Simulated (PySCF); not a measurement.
# CH4: magnetic properties, part 2 of 2

PySCF 2.14.0. Atoms count from 0. Earlier steps stand in the parts before.

## 10. Magnetic properties: GIAO KT1/aug-pcSseg-2

Job settings and geometry (Å):

```
{"job": {"kind": "mag", "xc": "KT1", "basis": "aug-pcSseg-2"}, "charge": 0, "multiplicity": 1}
C     -0.010481     0.001977    -0.002418
H      0.906832    -0.601455    -0.015958
H      0.190792     0.984072    -0.450548
H     -0.346000     0.134885     1.034685
H     -0.793607    -0.509308    -0.577834
```

With the program's defaults for keys left out, this is: GIAO KT1/aug-pcSseg-2 magnetisability, rotational g tensor and spin-rotation constants, non-relativistic, gas phase.

Standard output:

```text
coarse grid: 3568 points
cycle   1  E = -40.9961268894  dE = -1.865e-01  |g| = 3.291e-01  |ddm| = 1.276e+00
cycle   2  E = -40.9641908654  dE =  3.194e-02  |g| = 4.731e-01  |ddm| = 6.752e-01
cycle   3  E = -41.0264931770  dE = -6.230e-02  |g| = 2.780e-03  |ddm| = 3.505e-01
cycle   4  E = -41.0264951990  dE = -2.022e-06  |g| = 5.788e-04  |ddm| = 9.319e-03
final grid: 32696 points
cycle   5  E = -41.0290399028  dE = -8.970e-05  |g| = 4.984e-03  |ddm| = 2.039e-01
cycle   6  E = -41.0290333973  dE =  6.505e-06  |g| = 6.922e-03  |ddm| = 7.575e-03
cycle   7  E = -41.0290458306  dE = -1.243e-05  |g| = 1.905e-04  |ddm| = 5.246e-03
cycle   8  E = -41.0290458398  dE = -9.224e-09  |g| = 1.346e-05  |ddm| = 1.365e-04
cycle   9  E = -41.0290458399  dE = -5.412e-11  |g| = 1.779e-06  |ddm| = 3.451e-05
converged SCF energy = -41.0290458399

Magnetisability tensor (1e-30 J/T^2)
     -322.08        0.00       -0.00
        0.00     -322.08       -0.00
       -0.00       -0.00     -322.08
isotropic -322.08   principal values    -322.09   -322.08   -322.08
isotropic susceptibility -19.396 1e-6 cm^3/mol

Inertial axes            a          b          c
rot. const./GHz    155.9550   155.9523   155.9415
chi total           -19.396    -19.396    -19.396
chi diamagnetic     -28.839    -28.839    -28.839
chi paramagnetic      9.442      9.442      9.442
quadrupole/D A        0.000      0.000      0.000
g nuclear            0.9995     0.9995     0.9994
g electronic        -0.6918    -0.6918    -0.6917
g total              0.3077     0.3077     0.3076

Spin-rotation constants (kHz, H = +C I.J)
atom  isotope        aa         bb         cc
  1     1H      -10.669    -10.669    -10.668
  2     1H      -10.669    -10.668    -10.668
  3     1H      -10.669    -10.668    -10.668
  4     1H      -10.669    -10.669    -10.668
  0    13C*      17.113     17.113     17.112
* in the singly substituted isotopologue
```

Run time: 5.6 s. Hardware: 1 thread of Arm Neoverse N1, shared host; peak memory 0.41 GiB.

From this job:

```
              quantity                   value
       magnetisability         -322·10⁻³⁰ J/T²
  molar susceptibility      -19.4·10⁻⁶ cm³/mol
rotational g (a, b, c)  0.3077, 0.3077, 0.3076
```

## 11. Magnetic properties: GIAO KT2/aug-pcSseg-2

Job settings and geometry (Å):

```
{"job": {"kind": "mag", "xc": "KT2", "basis": "aug-pcSseg-2"}, "charge": 0, "multiplicity": 1}
C     -0.010481     0.001977    -0.002418
H      0.906832    -0.601455    -0.015958
H      0.190792     0.984072    -0.450548
H     -0.346000     0.134885     1.034685
H     -0.793607    -0.509308    -0.577834
```

With the program's defaults for keys left out, this is: GIAO KT2/aug-pcSseg-2 magnetisability, rotational g tensor and spin-rotation constants, non-relativistic, gas phase.

Standard output:

```text
coarse grid: 3568 points
cycle   1  E = -41.1616156328  dE = -1.849e-01  |g| = 3.647e-01  |ddm| = 1.275e+00
cycle   2  E = -41.1248465291  dE =  3.677e-02  |g| = 5.126e-01  |ddm| = 7.146e-01
cycle   3  E = -41.1983292496  dE = -7.348e-02  |g| = 3.992e-03  |ddm| = 3.743e-01
cycle   4  E = -41.1983344945  dE = -5.245e-06  |g| = 7.422e-04  |ddm| = 4.804e-03
final grid: 32696 points
cycle   5  E = -41.2009360055  dE = -9.217e-05  |g| = 5.139e-03  |ddm| = 2.047e-01
cycle   6  E = -41.2009294627  dE =  6.543e-06  |g| = 7.035e-03  |ddm| = 7.808e-03
cycle   7  E = -41.2009423128  dE = -1.285e-05  |g| = 1.947e-04  |ddm| = 5.311e-03
cycle   8  E = -41.2009423224  dE = -9.562e-09  |g| = 1.247e-05  |ddm| = 1.374e-04
cycle   9  E = -41.2009423224  dE = -4.697e-11  |g| = 1.579e-06  |ddm| = 3.149e-05
converged SCF energy = -41.2009423224

Magnetisability tensor (1e-30 J/T^2)
     -317.18        0.00       -0.00
        0.00     -317.17       -0.00
       -0.00       -0.00     -317.18
isotropic -317.18   principal values    -317.18   -317.18   -317.17
isotropic susceptibility -19.101 1e-6 cm^3/mol

Inertial axes            a          b          c
rot. const./GHz    155.9550   155.9523   155.9415
chi total           -19.101    -19.101    -19.101
chi diamagnetic     -28.582    -28.582    -28.582
chi paramagnetic      9.481      9.481      9.481
quadrupole/D A        0.000      0.000      0.000
g nuclear            0.9995     0.9995     0.9994
g electronic        -0.6946    -0.6946    -0.6946
g total              0.3049     0.3049     0.3048

Spin-rotation constants (kHz, H = +C I.J)
atom  isotope        aa         bb         cc
  1     1H      -10.471    -10.471    -10.470
  2     1H      -10.471    -10.471    -10.470
  3     1H      -10.471    -10.471    -10.470
  4     1H      -10.471    -10.471    -10.470
  0    13C*      17.657     17.657     17.656
* in the singly substituted isotopologue
```

Wall time 5.6 s (1 thread of Arm Neoverse N1, shared host); peak memory 0.41 GiB.

Key values:

```
              quantity                   value
       magnetisability         -317·10⁻³⁰ J/T²
  molar susceptibility      -19.1·10⁻⁶ cm³/mol
rotational g (a, b, c)  0.3049, 0.3049, 0.3048
```

## 12. Magnetic properties: GIAO KT3/aug-pcSseg-2

Job settings and geometry (Å):

```
{"job": {"kind": "mag", "xc": "KT3", "basis": "aug-pcSseg-2"}, "charge": 0, "multiplicity": 1}
C     -0.010481     0.001977    -0.002418
H      0.906832    -0.601455    -0.015958
H      0.190792     0.984072    -0.450548
H     -0.346000     0.134885     1.034685
H     -0.793607    -0.509308    -0.577834
```

Level: GIAO KT3/aug-pcSseg-2 magnetisability, rotational g tensor and spin-rotation constants, non-relativistic, gas phase.

Standard output:

```text
coarse grid: 3568 points
cycle   1  E = -41.1421726354  dE = -1.895e-01  |g| = 3.684e-01  |ddm| = 1.330e+00
cycle   2  E = -41.1013403906  dE =  4.083e-02  |g| = 5.262e-01  |ddm| = 5.832e-01
cycle   3  E = -41.1804650375  dE = -7.912e-02  |g| = 3.730e-03  |ddm| = 3.168e-01
cycle   4  E = -41.1804682873  dE = -3.250e-06  |g| = 2.955e-04  |ddm| = 7.414e-02
final grid: 32696 points
cycle   5  E = -41.1817493508  dE = -9.051e-05  |g| = 1.238e-03  |ddm| = 2.215e-01
cycle   6  E = -41.1817494563  dE = -1.056e-07  |g| = 6.000e-04  |ddm| = 3.140e-03
cycle   7  E = -41.1817494837  dE = -2.733e-08  |g| = 4.800e-04  |ddm| = 6.838e-04
cycle   8  E = -41.1817495447  dE = -6.102e-08  |g| = 2.273e-05  |ddm| = 3.234e-04
cycle   9  E = -41.1817495449  dE = -1.689e-10  |g| = 4.101e-06  |ddm| = 4.104e-05
converged SCF energy = -41.1817495449

Magnetisability tensor (1e-30 J/T^2)
     -312.74        0.00       -0.00
        0.00     -312.74       -0.00
       -0.00       -0.00     -312.74
isotropic -312.74   principal values    -312.74   -312.74   -312.74
isotropic susceptibility -18.834 1e-6 cm^3/mol

Inertial axes            a          b          c
rot. const./GHz    155.9550   155.9523   155.9415
chi total           -18.834    -18.834    -18.834
chi diamagnetic     -28.503    -28.503    -28.503
chi paramagnetic      9.670      9.670      9.670
quadrupole/D A       -0.000     -0.000     -0.000
g nuclear            0.9995     0.9995     0.9994
g electronic        -0.7085    -0.7084    -0.7084
g total              0.2910     0.2910     0.2910

Spin-rotation constants (kHz, H = +C I.J)
atom  isotope        aa         bb         cc
  1     1H      -10.389    -10.389    -10.388
  2     1H      -10.389    -10.389    -10.388
  3     1H      -10.389    -10.389    -10.388
  4     1H      -10.389    -10.389    -10.388
  0    13C*      18.213     18.213     18.212
* in the singly substituted isotopologue
```

It took 5.6 s on 1 thread of Arm Neoverse N1, shared host; peak memory 0.41 GiB.

In short:

| quantity | value |
| --- | --- |
| magnetisability | -313·10⁻³⁰ J/T² |
| molar susceptibility | -18.8·10⁻⁶ cm³/mol |
| rotational g (a, b, c) | 0.2910, 0.2910, 0.2910 |

## 13. Magnetic properties: GIAO B97-D/aug-pcSseg-2

Job settings and geometry (Å):

```
{"job": {"kind": "mag", "xc": "B97-D", "basis": "aug-pcSseg-2"}, "charge": 0, "multiplicity": 1}
C     -0.010481     0.001977    -0.002418
H      0.906832    -0.601455    -0.015958
H      0.190792     0.984072    -0.450548
H     -0.346000     0.134885     1.034685
H     -0.793607    -0.509308    -0.577834
```

With the program's defaults for keys left out, this is: GIAO B97-D/aug-pcSseg-2 magnetisability, rotational g tensor and spin-rotation constants, non-relativistic, gas phase.

Standard output:

```text
coarse grid: 3568 points
cycle   1  E = -40.4711831100  dE = -1.904e-01  |g| = 3.748e-01  |ddm| = 1.270e+00
cycle   2  E = -40.4288771598  dE =  4.231e-02  |g| = 5.393e-01  |ddm| = 5.410e-01
cycle   3  E = -40.5090692192  dE = -8.019e-02  |g| = 6.108e-03  |ddm| = 3.477e-01
cycle   4  E = -40.5090792687  dE = -1.005e-05  |g| = 3.972e-04  |ddm| = 1.111e-02
cycle   5  E = -40.5090792984  dE = -2.970e-08  |g| = 7.334e-05  |ddm| = 2.174e-03
final grid: 32696 points
cycle   6  E = -40.5084631189  dE = -4.611e-05  |g| = 1.847e-03  |ddm| = 1.410e-01
cycle   7  E = -40.5084622943  dE =  8.246e-07  |g| = 2.538e-03  |ddm| = 4.622e-03
cycle   8  E = -40.5084639432  dE = -1.649e-06  |g| = 1.127e-04  |ddm| = 1.588e-03
cycle   9  E = -40.5084639458  dE = -2.579e-09  |g| = 3.889e-05  |ddm| = 1.877e-04
cycle  10  E = -40.5084639462  dE = -4.463e-10  |g| = 3.243e-06  |ddm| = 7.681e-05
converged SCF energy = -40.5084639462

Magnetisability tensor (1e-30 J/T^2)
     -316.06        0.00       -0.00
        0.00     -316.06        0.00
       -0.00        0.00     -316.06
isotropic -316.06   principal values    -316.06   -316.06   -316.06
isotropic susceptibility -19.034 1e-6 cm^3/mol

Inertial axes            a          b          c
rot. const./GHz    155.9550   155.9523   155.9415
chi total           -19.034    -19.034    -19.034
chi diamagnetic     -28.603    -28.603    -28.603
chi paramagnetic      9.570      9.570      9.570
quadrupole/D A        0.000      0.000      0.000
g nuclear            0.9995     0.9995     0.9994
g electronic        -0.7012    -0.7011    -0.7011
g total              0.2983     0.2983     0.2983

Spin-rotation constants (kHz, H = +C I.J)
atom  isotope        aa         bb         cc
  1     1H      -10.583    -10.583    -10.582
  2     1H      -10.583    -10.582    -10.582
  3     1H      -10.583    -10.583    -10.582
  4     1H      -10.583    -10.583    -10.582
  0    13C*      18.541     18.541     18.540
* in the singly substituted isotopologue
```

Wall time 5.8 s (1 thread of Arm Neoverse N1, shared host); peak memory 0.45 GiB.

Key values:

| quantity | value |
| --- | --- |
| magnetisability | -316·10⁻³⁰ J/T² |
| molar susceptibility | -19.0·10⁻⁶ cm³/mol |
| rotational g (a, b, c) | 0.2983, 0.2983, 0.2983 |

## 14. Magnetic properties: GIAO HCTH407/aug-pcSseg-2

Job settings and geometry (Å):

```
{"job": {"kind": "mag", "xc": "HCTH407", "basis": "aug-pcSseg-2"}, "charge": 0, "multiplicity": 1}
C     -0.010481     0.001977    -0.002418
H      0.906832    -0.601455    -0.015958
H      0.190792     0.984072    -0.450548
H     -0.346000     0.134885     1.034685
H     -0.793607    -0.509308    -0.577834
```

Method: GIAO HCTH407/aug-pcSseg-2 magnetisability, rotational g tensor and spin-rotation constants, non-relativistic, gas phase.

Standard output:

```text
coarse grid: 3568 points
cycle   1  E = -40.5085123558  dE = -1.904e-01  |g| = 3.896e-01  |ddm| = 1.610e+00
cycle   2  E = -40.4580163470  dE =  5.050e-02  |g| = 5.728e-01  |ddm| = 9.214e-01
cycle   3  E = -40.5505676787  dE = -9.255e-02  |g| = 7.014e-03  |ddm| = 4.455e-01
cycle   4  E = -40.5505812945  dE = -1.362e-05  |g| = 4.343e-04  |ddm| = 1.696e-01
cycle   5  E = -40.5505813620  dE = -6.754e-08  |g| = 1.184e-04  |ddm| = 1.324e-02
final grid: 32696 points
cycle   6  E = -40.5499251883  dE = -6.753e-05  |g| = 2.747e-03  |ddm| = 3.496e-01
cycle   7  E = -40.5499234664  dE =  1.722e-06  |g| = 3.694e-03  |ddm| = 4.523e-03
cycle   8  E = -40.5499269039  dE = -3.438e-06  |g| = 2.127e-04  |ddm| = 2.565e-03
cycle   9  E = -40.5499269175  dE = -1.356e-08  |g| = 3.887e-05  |ddm| = 1.092e-03
cycle  10  E = -40.5499269179  dE = -4.422e-10  |g| = 9.597e-06  |ddm| = 1.101e-04
converged SCF energy = -40.5499269179

Magnetisability tensor (1e-30 J/T^2)
     -318.13        0.00       -0.00
        0.00     -318.12       -0.00
       -0.00       -0.00     -318.13
isotropic -318.13   principal values    -318.13   -318.13   -318.12
isotropic susceptibility -19.158 1e-6 cm^3/mol

Inertial axes            a          b          c
rot. const./GHz    155.9550   155.9523   155.9415
chi total           -19.158    -19.158    -19.158
chi diamagnetic     -28.615    -28.615    -28.615
chi paramagnetic      9.457      9.457      9.457
quadrupole/D A       -0.000     -0.000     -0.000
g nuclear            0.9995     0.9995     0.9994
g electronic        -0.6929    -0.6929    -0.6928
g total              0.3066     0.3066     0.3066

Spin-rotation constants (kHz, H = +C I.J)
atom  isotope        aa         bb         cc
  1     1H      -10.507    -10.507    -10.507
  2     1H      -10.507    -10.507    -10.506
  3     1H      -10.507    -10.507    -10.506
  4     1H      -10.508    -10.507    -10.507
  0    13C*      18.128     18.128     18.126
* in the singly substituted isotopologue
```

It took 5.8 s on 1 thread of Arm Neoverse N1, shared host; peak memory 0.45 GiB.

In short:

```
              quantity                   value
       magnetisability         -318·10⁻³⁰ J/T²
  molar susceptibility      -19.2·10⁻⁶ cm³/mol
rotational g (a, b, c)  0.3066, 0.3066, 0.3066
```

## 15. Magnetic properties side by side

| level | ξ (10⁻³⁰ J/T²) | g(a) | g(b) | gap (eV) | functions | time |
| --- | --- | --- | --- | --- | --- | --- |
| GIAO HF/aug-pcSseg-2 | -315 | 0.2984 | 0.2984 | 15.44 | 144 | 2 s |
| GIAO LDA/aug-pcSseg-2 | -331 | 0.3514 | 0.3514 | 9.07 | 144 | 4.6 s |
| GIAO PBE/aug-pcSseg-2 | -322 | 0.3174 | 0.3174 | 9.01 | 144 | 5.7 s |
| GIAO BLYP/aug-pcSseg-2 | -320 | 0.2962 | 0.2962 | 8.83 | 144 | 5.7 s |
| GIAO BP86/aug-pcSseg-2 | -320 | 0.3131 | 0.3131 | 9.14 | 144 | 5.8 s |
| GIAO OPBE/aug-pcSseg-2 | -318 | 0.3204 | 0.3204 | 8.89 | 144 | 5.7 s |
| GIAO OLYP/aug-pcSseg-2 | -319 | 0.3033 | 0.3033 | 8.60 | 144 | 5.5 s |
| GIAO KT1/aug-pcSseg-2 | -322 | 0.3077 | 0.3077 | 9.10 | 144 | 5.6 s |
| GIAO KT2/aug-pcSseg-2 | -317 | 0.3049 | 0.3049 | 9.21 | 144 | 5.6 s |
| GIAO KT3/aug-pcSseg-2 | -313 | 0.2910 | 0.2910 | 8.98 | 144 | 5.6 s |
| GIAO B97-D/aug-pcSseg-2 | -316 | 0.2983 | 0.2983 | 9.10 | 144 | 5.8 s |
| GIAO HCTH407/aug-pcSseg-2 | -318 | 0.3066 | 0.3066 | 9.15 | 144 | 5.8 s |

## 16. Outcome

The summary covers parts 1 to 2.

| quantity | value |
| --- | --- |
| point group | Td |
| rotational constants (main isotopes) | 155.96, 155.95, 155.94 GHz |
| magnetisability (step 3, GIAO HF/aug-pcSseg-2) | -315·10⁻³⁰ J/T² |
| molar susceptibility (step 3, GIAO HF/aug-pcSseg-2) | -19.0·10⁻⁶ cm³/mol |
| rotational g (a, b, c) (step 3, GIAO HF/aug-pcSseg-2) | 0.2984, 0.2984, 0.2984 |
| magnetisability over the levels | -331 to -313·10⁻³⁰ J/T² |

In words: Over 2 steps the energy fell by 0.018 eV; of the close pairs, C0–H4 changed most, 1.082 to 1.098 Å. No frequency check was run at this level, so the end point may be a saddle. The magnetisability spreads by 5.8 % over 12 levels, from GIAO LDA/aug-pcSseg-2 (4.6 s) to GIAO KT3/aug-pcSseg-2 (5.6 s); the runs took 2 s to 5.8 s. Vibrational averaging and real surroundings are missing from these values.
